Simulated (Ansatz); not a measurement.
# Other spins and charges of HOP, triplet at one geometry

Geometry (PBE0/def2-TZVP stationary point for this spin, not checked as a minimum):

```yaml
atoms:
  - { symbol: O, position_ang: [0.0000, -0.1018, 1.0417] }
  - { symbol: P, position_ang: [0.0000, 0.0286, -0.5874] }
  - { symbol: H, position_ang: [0.0000, 0.7367, 1.5146] }
```

Basis cc-pVDZ; Ansatz 0.2.0. Correlated methods freeze the noble-gas cores. Prefix R: restricted or restricted open-shell reference; prefix U: unrestricted. Active spaces: valence = (12e, 9o) chosen from the atoms' valence shells.

Gaps are energies of the second state less the first, at fixed atoms, for a selection of the levels run; each method lands on the state that its own search finds for that charge and spin.

HF rows: RHF is the determinant under the cluster runs, UHF is the lowest solution found. Coupled cluster chose its determinant by a search with trial CCSD, here up to 0.12 eV above the lowest Hartree–Fock solution of its kind, and MP2 stands on that determinant too. For open shells CISD is restricted-active-space CI with the open shells as a complete middle space. The largest doubles amplitude grows up the series, to 0.30: the determinant mixes near-degenerate terms, and the last step may understate the doubt.

Task: PBE gives 8.394 eV for removing an electron, to the doublet. Estimate what UCCSDTQ gives in cc-pVDZ.

Result: UCCSDTQ in cc-pVDZ gives 8.170 eV, so against it PBE is off by 0.224 eV, of which a good part can be the reference's own basis and frozen-core error.

```json
{"level": "UHF", "gap (eV)": "8.409", "error (meV)": "239"}
{"level": "RMP2", "gap (eV)": "8.246", "error (meV)": "76"}
{"level": "RCCSD(T)", "gap (eV)": "8.186", "error (meV)": "16"}
{"level": "BCCD(T)", "gap (eV)": "8.187", "error (meV)": "17"}
{"level": "UCCSDT", "gap (eV)": "8.178", "error (meV)": "8"}
{"level": "RCCSDTQ", "gap (eV)": "8.170", "error (meV)": "0"}
{"level": "MRCISD (valence space)", "gap (eV)": "8.053", "error (meV)": "-117"}
{"level": "MRCISD+Q (valence space)", "gap (eV)": "8.183", "error (meV)": "13"}
{"level": "PBE0", "gap (eV)": "8.635", "error (meV)": "465"}
{"level": "RPA-PBE", "gap (eV)": "8.150", "error (meV)": "-20"}
```

Task: PBE gives 12.443 eV for removing an electron, to the quartet. Estimate what UCCSDTQ gives in cc-pVDZ.

Result: UCCSDTQ in cc-pVDZ gives 12.190 eV, so against it PBE is off by 0.253 eV, of which a good part can be the reference's own basis and frozen-core error.

```json
{"level": "RHF", "gap (eV)": "11.470", "error (meV)": "-720"}
{"level": "RMP2", "gap (eV)": "12.207", "error (meV)": "17"}
{"level": "UMP2", "gap (eV)": "12.213", "error (meV)": "23"}
{"level": "CISD", "gap (eV)": "12.101", "error (meV)": "-89"}
{"level": "RCCSD", "gap (eV)": "12.233", "error (meV)": "43"}
{"level": "UCCSD", "gap (eV)": "12.215", "error (meV)": "25"}
{"level": "RCCSD(T)", "gap (eV)": "12.199", "error (meV)": "9"}
{"level": "UCCSD(T)", "gap (eV)": "12.199", "error (meV)": "9"}
{"level": "BCCD(T)", "gap (eV)": "12.204", "error (meV)": "14"}
{"level": "RCCSDT", "gap (eV)": "12.192", "error (meV)": "2"}
{"level": "UCCSDT", "gap (eV)": "12.191", "error (meV)": "1"}
{"level": "RCCSDT(Q)", "gap (eV)": "12.191", "error (meV)": "1"}
{"level": "UCCSDT(Q)", "gap (eV)": "12.189", "error (meV)": "-1"}
{"level": "RCCSDTQ", "gap (eV)": "12.191", "error (meV)": "1"}
{"level": "CASSCF (valence space)", "gap (eV)": "11.269", "error (meV)": "-921"}
{"level": "NEVPT2 (valence space)", "gap (eV)": "12.014", "error (meV)": "-176"}
{"level": "MRCISD (valence space)", "gap (eV)": "12.091", "error (meV)": "-99"}
{"level": "MRCISD+Q (valence space)", "gap (eV)": "12.224", "error (meV)": "34"}
{"level": "r2SCAN", "gap (eV)": "12.434", "error (meV)": "244"}
{"level": "PBE0", "gap (eV)": "12.539", "error (meV)": "349"}
{"level": "B3LYP", "gap (eV)": "12.637", "error (meV)": "447"}
{"level": "wB97M-V", "gap (eV)": "12.671", "error (meV)": "481"}
{"level": "B2PLYP", "gap (eV)": "12.478", "error (meV)": "288"}
{"level": "RPA-PBE", "gap (eV)": "12.249", "error (meV)": "59"}
```

Singlet less triplet: 0.769 eV at RCCSDTQ.

```csv
level,gap (eV),error (meV)
RHF,1.352,583
RMP2,0.981,212
CISD,1.027,258
RCCSD,0.877,108
RCCSD(T),0.809,40
BCCD(T),0.808,39
RCCSDT(Q),0.767,-2
CASSCF (valence space),0.248,-521
NEVPT2 (valence space),1.198,429
MRCISD+Q (valence space),0.889,120
```

Task: PBE gives 7.201 eV for quintet less triplet. Estimate what UCCSDTQ gives in cc-pVDZ.

Result: UCCSDTQ in cc-pVDZ gives 7.359 eV, so against it PBE is off by -0.158 eV, of which a good part can be the reference's own basis and frozen-core error.

```
                   level  gap (eV)  error (meV)
                     RHF     6.811         -548
                     UHF     6.790         -569
                    RMP2     7.297          -62
                    UMP2     7.339          -20
                    CISD     7.271          -88
                   RCCSD     7.391           32
                   UCCSD     7.382           23
                RCCSD(T)     7.370           11
                UCCSD(T)     7.370           11
                 BCCD(T)     7.371           12
                  RCCSDT     7.361            2
                  UCCSDT     7.360            1
               RCCSDT(Q)     7.358           -1
               UCCSDT(Q)     7.358           -1
                 RCCSDTQ     7.359            0
  CASSCF (valence space)     7.550          191
  NEVPT2 (valence space)     7.315          -44
  MRCISD (valence space)     7.435           76
MRCISD+Q (valence space)     7.442           83
                  r2SCAN     7.122         -237
                    PBE0     7.294          -65
                   B3LYP     7.513          154
                 wB97M-V     7.733          374
                  B2PLYP     7.532          173
                 RPA-PBE     7.376           17
```

In so small a basis the reference is far from its limit while semilocal and hybrid functionals are nearer theirs (RPA and double hybrids share part of the reference's basis error), so the functionals' errors here hold much of the reference's basis and frozen-core error, which can add to them or hide them.

The reference is named with each gap: full CI where it ran, else the highest cluster level, uncertain by about the last step of the series. The frozen core follows each run's orbitals, which can shift R against U totals by a few meV.
